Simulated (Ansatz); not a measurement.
**Scan of [GeH3···H···SiH], doublet**

Starting geometry:

```json
{"atom": "Ge", "x (Å)": "-0.9272", "y (Å)": "0.0141", "z (Å)": "0.0000"}
{"atom": "H", "x (Å)": "-1.4387", "y (Å)": "1.4607", "z (Å)": "0.0000"}
{"atom": "H", "x (Å)": "-1.4387", "y (Å)": "-0.7092", "z (Å)": "1.2528"}
{"atom": "H", "x (Å)": "-1.4387", "y (Å)": "-0.7092", "z (Å)": "-1.2528"}
{"atom": "H", "x (Å)": "0.6071", "y (Å)": "0.0141", "z (Å)": "0.0000"}
{"atom": "Si", "x (Å)": "2.4298", "y (Å)": "0.0141", "z (Å)": "0.0000"}
{"atom": "H", "x (Å)": "2.8262", "y (Å)": "-1.4654", "z (Å)": "0.0000"}
```

From there H5 is moved from one fragment to the other while all else, the fragments' distance too, stays fixed; atoms are numbered as listed. Energies are in kJ/mol, counted from the starting geometry at the same level. Kohn–Sham curves are unrestricted where that lies lower.

Basis cc-pVDZ; Ansatz 0.2.0. Correlated methods freeze the noble-gas cores and the filled d shells of p-block atoms. Prefix R: restricted or restricted open-shell reference; prefix U: unrestricted. No spin–orbit coupling is included, and no scalar relativity.

Unrestricted rows (U, and Kohn–Sham where it breaks symmetry) aren't spin-pure: their determinants' ⟨S²⟩ exceeds S(S+1) by up to 0.16, so they mix in states of higher spin. Coupled cluster chose its determinant by trial CCSD, here up to 0.14 eV above the lowest Hartree–Fock solution of its kind.

In so small a basis the reference is far from its limit while semilocal and hybrid functionals are nearer theirs (RPA and double hybrids share much of the reference's basis error), so the functionals' errors here hold much of the reference's basis and frozen-core error, which can add to them or hide them.

Full CI isn't at hand for all of this; UCCSDT(Q) serves as the reference, and is uncertain by about the last step of the cluster series.

```
distance Ge1-H5 (Å)  UCCSDT(Q)   PBE  revPBE  r2SCAN  PBE0  B3LYP  wB97M-V  B2PLYP  RPA-PBE
              1.534        0.0   0.0     0.0     0.0   0.0    0.0      0.0     0.0      0.0
              1.589        0.8  -2.3    -2.2    -1.3  -0.5   -0.3      1.9     0.6      0.5
              1.698       14.7   5.2     5.3     7.9  11.0   11.0     18.4    13.8     13.5
              1.808       42.3  26.8    27.1    31.0  36.9   36.2     49.4    41.0     39.8
              1.917       83.4  63.8    64.2    69.0  77.9   75.9     95.1    83.9     79.5
```
